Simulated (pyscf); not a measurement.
Thermochemistry of product channels of `[Cl][Ga]([Cl])[Cl]` + `[H]` [doublet] on the doublet surface, in kcal/mol, from CCSD(T)/def2-TZVPP + ΔMP2(QZVPP) energies (ideal gas, 1 atm, RRHO with modes under 100 cm⁻¹ raised to 100, one conformer, R ln 2 for rigid chiral ones). Single points on ωB97X-D3(BJ)/def2-SVP structures (PySCF, gas phase). Correlated levels are frozen-core, on RHF or UHF. ΔMP2 is the change of the MP2 total energy from the triple- to the quadruple-zeta basis.

```
products                                              ΔE  ΔH(298 K)  ΔG(900 K)  ΔG(1200 K)
-------------------------------------------------  -----  ---------  ---------  ----------
`[ClH]` + `[Cl][Ga]` [singlet] + `[Cl]` [doublet]  +42.7      +45.3      +15.0        +5.8
`[Cl]` [doublet] + `[Cl][GaH][Cl]`                 +16.8      +19.6      +16.4       +15.8
`[Cl][Cl]` + `[Cl][GaH]` [doublet]                 +65.9      +67.3      +57.3       +54.7
`[ClH]` + `[Cl][Ga][Cl]` [doublet]                  -5.8       -3.0      -12.3       -14.5
```

These are energies of the channels, which say nothing of barriers. The CCSD(T) − MP2 part came from Ansatz, without density fitting, on the same reference. The frozen core leaves the outer d or s,p core shells of the metals and heavy elements correlated in the MP2 and CC values, and def2-TZVPP describes them poorly, which can shift differences by a few kcal/mol. Left out: orbital degeneracy and the spin-orbit lowering of Cl. Elements up to Kr have no core potential and no relativistic terms here.
